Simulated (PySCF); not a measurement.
Start geometry of `N=C=O` from GFN2-xTB (Å):
```
atom  x, y, z in Å
N1    -0.6617    0.1582    0.3184
C2     0.4735   -0.0207    0.4833
O3     1.5595   -0.0917    0.8161
H4    -1.3334   -0.0711   -0.3613
```

Problem. What comes out of this run: PBE0-D3(BJ)/def2-SVP geometry optimisation, gas phase (PySCF 2.14.0)?

Solution. 
```
atom  x, y, z in Å
N1    -0.7785    0.1457    0.4085
C2     0.4093   -0.0208    0.5709
O3     1.5361   -0.1130    0.8512
H4    -1.3476   -0.1397   -0.3737
```

The energy falls by 4.4 kcal/mol over 7 energy and gradient evaluations, the largest force component goes from 0.0840 to 7.1e-05 Eh/bohr, and the atoms move by 0.059 Å rms after alignment. The bond that changes most is N1=C2 (isocyanate nitrogen to isocyanate carbon), which lengthens by 0.049 Å. Bonds longer at the end by more than 0.005 Å: 3 of 3; shorter: 0. Among the angles that change most is C2–N1–H4, from 136.9° to 128.2°. Rotational constants go from 1317968, 11734, 11631 to 955806, 11069, 10942 MHz. The orientation of the end geometry is arbitrary; only internal coordinates are fixed.

The run used 47 basis functions and 45 SCF cycles in all. Hardware: one thread, Arm Neoverse V2 (aarch64), no GPU (shared host). Cost: 3.4 s, 0.25 GiB resident at most.

No frequency check.
